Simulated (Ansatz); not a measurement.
# CCSD(T) forces

CH$_{3}$AlLi, doublet, at a frame of a short PBE0-D4/def2-SVP trajectory.

Li1  (-0.889, -1.482, 1.578)
C2  (-0.218, -1.012, -0.115)
Al3  (0.289, 0.806, -0.246)
H4  (-0.125, -1.587, -1.073)
H5  (0.750, 1.851, -1.458)
H6  (0.018, 1.652, 1.138)
(Å)

Ansatz 0.2.0; basis: def2-TZVPP; cores frozen in the correlated methods; orbitals are unrestricted. The outer core shell of Li, Na, Mg and K is correlated.

CCSD(T) forces from the calculation:
```json
{"atom": "Li1", "Fx": "-0.189", "Fy": "-0.107", "Fz (eV/Å)": "0.495"}
{"atom": "C2", "Fx": "0.204", "Fy": "-0.751", "Fz (eV/Å)": "-1.288"}
{"atom": "Al3", "Fx": "0.019", "Fy": "1.471", "Fz (eV/Å)": "-0.074"}
{"atom": "H4", "Fx": "-0.049", "Fy": "0.259", "Fz (eV/Å)": "0.644"}
{"atom": "H5", "Fx": "-0.120", "Fy": "-0.638", "Fz (eV/Å)": "0.426"}
{"atom": "H6", "Fx": "0.136", "Fy": "-0.234", "Fz (eV/Å)": "-0.203"}
```

Root-mean-square difference of the force components from those of CCSD(T): PBE-D4 0.116; r2SCAN-D4 0.057; PBE0-D4 0.076; wB97M-V 0.073 eV/Å.

The T1 diagnostic stays at or below 0.013. ⟨S²⟩ of the unrestricted Hartree–Fock references: 0.76 (a pure state has 0.75).

For scale, one of the runs: CCSD(T)/def2-TZVPP forces, 134 basis functions, launched by `ansatz run in.yaml --threads 1 --pin off --events-out ev --progress --plain --max-ram 4352MiB`. The run took 2.5 min on 1 CPU thread (shared host), with 2.6 GiB of host memory at its peak.
